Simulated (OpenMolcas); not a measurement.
**UHF/STO-3G run of SiH3 (silyl radical)**

Wanted: the energy of SiH3 (silyl radical). 

The calculation is run with OpenMolcas 26.06.

## Step 1: The system as given

The species is SiH3 (4 atoms), meant as a doublet with charge 0. As SMILES, `[SiH3]`. The Si1–H2 distance was set to 2.173 Å, away from the relaxed value. At this shape a bond of the SMILES string is far longer than usual.

Bond lengths: Si1–H3 1.449 Å, Si1–H4 1.448 Å. Angles: H3–Si1–H4 115.3°. A long bond or contact: Si1–H2 2.173 Å.

## Step 2: A single-point energy at UHF/STO-3G

The input, struct.xyz:

```xyz
4

Si     0.016295    -0.359221    -0.725422
H      0.587110     0.661780     1.105640
H     -0.385225    -1.741911    -0.566942
H     -0.788975     0.418389    -1.644272
```

The input, step1.input:

```
* H3Si Hartree-Fock
&gateway
baslib=$CurrDir
coord=struct.xyz
basis=STO-3G
group=NoSym
&seward
&scf
uhf
spin=2
scramble=0.25
prorbitals=1 1
```

The basis set STO-3G is read from a file made from the Basis Set Exchange's data (not shown).

Launch:

```console
$ export MOLCAS_MEM=1860
$ pymolcas step1.input > step1.log
```

Q: Predict the results. Wanted: total energy; dipole moment; HOMO energy; LUMO energy; ⟨S²⟩.

**Answer.** As computed:

Level: UHF/STO-3G.

| quantity | value |
| --- | --- |
| total energy | -287.13213 Eh |
| dipole moment | 0.98 D |
| HOMO energy (highest over α and β) | -5.72 eV |
| LUMO energy (lowest over α and β) | 6.18 eV |
| ⟨S²⟩ | 0.754 |

The run may have ended on a state above the lowest. Mulliken charges run from -0.18 on H2 to +0.47 on Si1.
